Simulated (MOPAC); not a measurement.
MOPAC input (PM3):

```
PM3 FORCE THERMO(298,298) PRECISE LET GEO-OK AUX(PRECISION=9) THREADS=1
HClO

O     0.01501829 1    1.10652515 1   -0.00106065 1
H    -0.90481951 1    1.32932399 1    0.01569578 1
Cl    0.04554465 1   -0.60096415 1   -0.00041143 1
```

From the last part of the output:

```
    Cl    3   4.643311   0.513807   4.925254

          HEAT OF FORMATION =     -34.301151 KCALS/MOLE

          ZERO POINT ENERGY       8.461 KCAL/MOL

           NORMAL COORDINATE ANALYSIS (Total motion = 1 Angstrom)

   Root No.       1         2         3

                 1 A'      2 A'      3 A'

                 852.3    1168.8    3897.4

   x  O    1   -0.1138   -0.0285   -0.0590
   y  O    1    0.3824   -0.0677   -0.0004
   z  O    1   -0.0000    0.0000    0.0000
   x  H    2   -0.1081   -0.0268    0.9407
   y  H    2    0.3948    0.9118   -0.0022
   z  H    2   -0.0000   -0.0000    0.0000
   x Cl    3    0.0544    0.0136   -0.0001
   y Cl    3   -0.1838    0.0046    0.0002
   z Cl    3    0.0000   -0.0000   -0.0000

           MASS-WEIGHTED COORDINATE ANALYSIS (NORMAL COORDINATES)

   Root No.       1         2         3

                 1 A'      2 A'      3 A'

                 852.3    1168.8    3897.4

   x  O    1   -0.2271   -0.1183   -0.2426
   y  O    1    0.7630   -0.2803   -0.0016
   z  O    1   -0.0000    0.0000    0.0000
   x  H    2   -0.0541   -0.0278    0.9701
   y  H    2    0.1977    0.9480   -0.0023
   z  H    2   -0.0000   -0.0000    0.0000
   x Cl    3    0.1617    0.0841   -0.0006
   y Cl    3   -0.5459    0.0284    0.0015
   z Cl    3    0.0000   -0.0000   -0.0000

          DESCRIPTION OF VIBRATIONS

 VIBRATION          1    1A'         ATOM PAIR     ENERGY CONTRIBUTION    RADIAL
 FREQUENCY           852.29         O 1 -- Cl3         +69.6% (102.2%)     99.9%
 TRANSITION DIPOLE   0.0865         O 1 -- H 2         +30.4% ( 67.6%)      8.6%
 TRAVEL (Ang.)       0.0883
 REDUCED MASS       10.1546
 EFFECTIVE MASS     21.4451
 FORCE CONSTANT      4.3460

 VIBRATION          2    2A'         ATOM PAIR     ENERGY CONTRIBUTION    RADIAL
 FREQUENCY          1168.85         O 1 -- H 2         +96.2% ( 99.2%)      0.5%
 TRANSITION DIPOLE   0.2875         O 1 -- Cl3          +3.8% ( 19.6%)     45.0%
 TRAVEL (Ang.)       0.2458
 REDUCED MASS        0.9549
 EFFECTIVE MASS      2.0006
 FORCE CONSTANT      0.7686

 VIBRATION          3    3A'         ATOM PAIR     ENERGY CONTRIBUTION    RADIAL
 FREQUENCY          3897.36         O 1 -- H 2         +99.6% (100.0%)    100.0%
 TRANSITION DIPOLE   0.3163         O 1 -- Cl3          +0.4% (  6.1%)      5.8%
 TRAVEL (Ang.)       0.1351
 REDUCED MASS        0.9482
 EFFECTIVE MASS      1.3949
 FORCE CONSTANT      8.4855

      SYMMETRY NUMBER FOR POINT-GROUP Cs  =  1

          SYSTEM IS A GROUND STATE

 HClO

          MOLECULE IS NOT LINEAR

          THERE ARE  3 GENUINE VIBRATIONS IN THIS SYSTEM
          THIS THERMODYNAMICS CALCULATION IS LIMITED TO
          MOLECULES WHICH HAVE NO INTERNAL ROTATIONS

                    CALCULATED THERMODYNAMIC PROPERTIES
                                          *
   TEMP. (K)   PARTITION FUNCTION   H.O.F.    ENTHALPY  HEAT CAPACITY ENTROPY
                                   KCAL/MOL   CAL/MOLE    CAL/K/MOL  CAL/K/MOL

 298.00  VIB.     0.1020D+01                    52.3219     0.7935     0.2153
         ROT.     0.2330D+04                   888.2803     2.9808    18.3893
         INT.     0.2378D+04                   940.6022     3.7743    18.6046
         TRA.     0.3673D+27                  1480.4672     4.9680    37.7928
         TOT.                      -34.301    2421.0693     8.7423    56.3974

   *: NOTE: HEATS OF FORMATION ARE RELATIVE TO THE
            ELEMENTS IN THEIR STANDARD STATE AT 298K
              (=  Standard Enthalpy of Formation).

            Hvib:  Zero-point energy is not included.
                   frequencies of less than zero cm-1 are not included.
            Hrot = (3/2)RT
            Htra = (3/2)RT + pV = (5/2)RT

            Heat capacity is Cp, not Cv

          For more information, see: HTTP://OpenMOPAC.net/Manual/thermochemistry.html

           FORCE CONSTANT IN CARTESIAN COORDINATES (Millidynes/A)

    ATOM   CHEMICAL       X               Y               Z
   NUMBER   SYMBOL  FORCE CONSTANT  FORCE CONSTANT  FORCE CONSTANT

      1       O        8.960094        4.998370       -0.000821
      2       H        8.491197        0.746078       -0.000350
      3      Cl        0.602087        4.546933       -0.000358

 **********************
 *                    *
 * JOB ENDED NORMALLY *
 *                    *
 **********************

 == MOPAC DONE ==
```
